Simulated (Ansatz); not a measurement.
Name a neutral molecule of C, F, N with HOMO–LUMO gap (ωB97M-V/def2-TZVPP) between 14.95 and 15.25 eV and HOMO–LUMO gap (B3LYP/def2-TZVPP) between 9.75 and 10.05 eV (Ansatz, PBE0-D4/def2-TZVP geometry).

`N#CC(F)(F)F` (15.07 eV, 9.78 eV). Other molecules can fit too; these were computed, each in one conformer that needn't be the lowest.

B3LYP here is the variant with VWN-RPA as its local correlation; programs differ in this.
